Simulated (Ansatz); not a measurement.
**Si₂H₄ (triplet): the correlation ladder at distance Si1–H5 along a hydrogen transfer = 1.381 Å, cc-pVDZ**

Aim: climb from Hartree-Fock through coupled cluster and multireference methods for Si₂H₄ (triplet) at one geometry and basis, and see what each rung misses.

Program: Ansatz 0.2.0, Gaussian basis. Level of theory: cc-pVDZ, core rule «outside noble gas», up to 10 orbitals frozen. These are calculated values, not measurements.

To be run: UHF; CCSD(T) on ROHF; CCSD(T) on UHF; BCCD(T) on ROHF; CISD; CCSDT(Q) on ROHF; CCSDT(Q) on UHF; CASSCF and MRCISD+Q, 4 electrons in 4 orbitals; CASSCF and NEVPT2, 4 electrons in 4 orbitals.

7 further runs of the same task are left out: 2 for a mislabelled method, 3 that didn't finish, 2 set aside as unsound or not needed.

### 1 The system

The geometry derives from fragments relaxed apart (PBE0/def2-TZVP) and kept rigid, so it is no stationary point. A hydrogen atom is moved between rigid fragments.

6 atoms, charge 0, spin multiplicity 3.

Atoms are counted from 1 here; the program's logs count them from 0.

Bond lengths: Si1–H2 1.485 Å, Si1–H3 1.485 Å, Si1–H4 1.485 Å, Si1–H5 1.381 Å. Angles: H2–Si1–H3 109.5°, H2–Si1–H4 109.5°, H2–Si1–H5 109.5°, H3–Si1–H4 109.5°, H3–Si1–H5 109.5°, H4–Si1–H5 109.5°.

### 2 UHF

in.yaml

```yaml
crystal:
  periodic: [false, false, false]
  atoms:
    - {symbol: Si, position_ang: [-1.574620, 0.000000, 0.000000]}
    - {symbol: H, position_ang: [-2.069492, 1.399708, 0.000000]}
    - {symbol: H, position_ang: [-2.069491, -0.699854, 1.212183]}
    - {symbol: H, position_ang: [-2.069492, -0.699854, -1.212182]}
    - {symbol: H, position_ang: [-0.193620, 0.000000, 0.000000]}
    - {symbol: Si, position_ang: [1.804380, 0.000000, 0.000000]}
basis:
  gaussian: {orbitals: cc-pVDZ}
magnetization: {spin_polarized: true, initial_magnetization: 2}
hamiltonian: {xc: hf}
output: {orbitals: {seedname: orbitals}}
```

Launch:

```console
$ ansatz run in.yaml --threads 1 --pin off --events-out ev --progress --plain --max-ram 2393MiB
```

Further steps of the session: CCSD(T) on ROHF; CCSD(T) on UHF; BCCD(T) on ROHF; CISD; CCSDT(Q) on ROHF; CCSDT(Q) on UHF; CASSCF and MRCISD+Q, 4 electrons in 4 orbitals; CASSCF and NEVPT2, 4 electrons in 4 orbitals.

Q: Predict the results of all the runs planned. Wanted: UCCSDT(Q) below the RHF energy; RMP2 from UCCSDT(Q); UMP2 from UCCSDT(Q); RCCSD from UCCSDT(Q); RCCSD(T) from UCCSDT(Q); UCCSD(T) from UCCSDT(Q); RCCSDT(Q) from UCCSDT(Q); NEVPT2 pair from UCCSDT(Q); MRCISD+Q pair from UCCSDT(Q).

The runs gave:

```
                         quantity                                                   value
   UCCSDT(Q) below the RHF energy                                              -6.1422 eV
              RMP2 from UCCSDT(Q)                                         +33.83 kcal/mol
              UMP2 from UCCSDT(Q)                                         +33.96 kcal/mol
             RCCSD from UCCSDT(Q)                                          +3.55 kcal/mol
          RCCSD(T) from UCCSDT(Q)                                          +0.79 kcal/mol
          UCCSD(T) from UCCSDT(Q)                                          +0.77 kcal/mol
         RCCSDT(Q) from UCCSDT(Q)                                          +0.01 kcal/mol
       NEVPT2 pair from UCCSDT(Q)                                         +32.62 kcal/mol
     MRCISD+Q pair from UCCSDT(Q)                                          +1.29 kcal/mol
levels within 1 kcal/mol (43 meV)  RCCSD(T), UCCSD(T), BCCD(T), RCCSDT, UCCSDT, RCCSDT(Q)
                    T1 diagnostic                                                   0.017
```

What this shows: RCCSD(T) lands +0.79 kcal/mol from the yardstick (0.6 % of the correlation energy). Of the multireference levels listed MRCISD+Q pair comes nearest in total energy (+1.29 kcal/mol), which doesn't show that its space is the better one. These misses are within one basis, not against nature; the frozen cores of restricted and unrestricted runs differ, which can shift their rows.
